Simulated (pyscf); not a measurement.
Routes from Cl–GeH(Cl)–Cl + H•

Candidate steps break at most two bonds and form at most two. Each was searched with GFN2-xTB (tblite) first. Single points on ωB97X-D3(BJ)/def2-SVP structures (PySCF, gas phase). Energies: ωB97M-D3(BJ)/def2-TZVP, kJ/mol, from the separated reactants, doublet surface; ΔG‡ with ideal gas, 1 atm, RRHO with modes under 100 cm⁻¹ raised to 100, one conformer, R ln 2 for chiral ones without a mode under 150 cm⁻¹.

```tsv
products	type	ΔE‡	ΔE	ΔG‡ 298 K	ΔG‡ 900 K	ν‡ (cm⁻¹)
Cl–Ge•(Cl)–Cl + H₂	hydrogen abstraction	11.0	-104.2	31.9	84.2	758i
HCl + Cl–GeH•–Cl	atom transfer	53.2	-47.6	74.9	123.7	1098i
```

Plain bond fissions and candidates not yet searched are not listed, and one of them may be faster. Each barrier is that of the saddle found; lower ones may exist. Elements up to Kr have no core potential and no relativistic terms here.
